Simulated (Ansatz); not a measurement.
# H4NOSi: the cost of one run

Program: Ansatz 0.2.0. Level of theory: RKS PBE0-D4/def2-SVPD. These are calculated values, not measurements.

### Step 1. The system as given

SMILES `[NH-][SiH2]O`, 7 atoms, charge -1, spin multiplicity 1.

Atoms are counted from 1 here; the program's logs count them from 0.

Bond lengths: N1–Si2 1.669 Å, N1–H4 1.030 Å, Si2–O3 1.771 Å, Si2–H5 1.526 Å, Si2–H6 1.562 Å, O3–H7 0.973 Å. Angles: Si2–N1–H4 114.8°, N1–Si2–O3 119.3°, N1–Si2–H5 109.1°, N1–Si2–H6 121.1°, O3–Si2–H5 103.8°, O3–Si2–H6 97.3°, H5–Si2–H6 103.9°, Si2–O3–H7 108.2°.

As a file:

```xyz
7
charge -1, multiplicity 1
N    -1.3266   -0.0386   -1.0814
Si    0.0356    0.2875   -0.1733
O     1.0613   -1.0541    0.3613
H    -2.0744   -0.5333   -0.5749
H     0.9810    1.1671   -0.9870
H    -0.0680    1.0200    1.2019
H     1.3912   -0.8486    1.2534
```

This geometry comes from a loose relaxation at PBE in a small basis, which is not shown.

### Step 3. Setting up the map

The axes are (1) dihedral H4–N1–Si2–O3: 12 values from −180 to 150 °, periodic; (2) dihedral N1–Si2–O3–H7: 12 values from −180 to 150 °, periodic.

Relaxed at each point: all other coordinates. Energies count from the relaxed molecule at the same level. Points are written as (first, second).

(The set-up runs are not shown.)

### Step 4. Point (150°, −30°)

input.yaml

```yaml
crystal:
  periodic: [false, false, false]
  atoms:
    - { symbol: "N", position_ang: [-1.288898, -0.570436, -0.676738] }
    - { symbol: Si, position_ang: [0.058058, 0.293002, -0.263424] }
    - { symbol: O, position_ang: [1.412358, -0.5053, 0.499335] }
    - { symbol: H, position_ang: [-2.216996, -0.150412, -0.69283] }
    - { symbol: H, position_ang: [0.867436, 1.148496, -1.237699] }
    - { symbol: H, position_ang: [-0.20737, 1.270312, 0.896307] }
    - { symbol: H, position_ang: [1.07328, -1.243729, 1.011736] }
total_charge: -1
basis:
  gaussian: { orbitals: def2-SVPD }
hamiltonian:
  xc: pbe0
  dispersion: d4
output:
  forces: true
relax:
  f_tol: 0.02
  max_steps: 50
  escape_saddle: false
  constraints: [{ sites: [3, 0, 1, 2] }, { sites: [0, 1, 2, 6] }]
scf:
  lower_state_search: "off"
```

Command:

```console
$ ansatz run input.yaml --threads 1 --pin off --max-ram 2560MiB --backend cpu --events-out ev --progress --plain --runs-dir out
```

Q: Estimate wall time and peak memory on 1 thread of Arm Neoverse V2, shared host.

About 8.6 s, with a peak of 0.16 GiB.
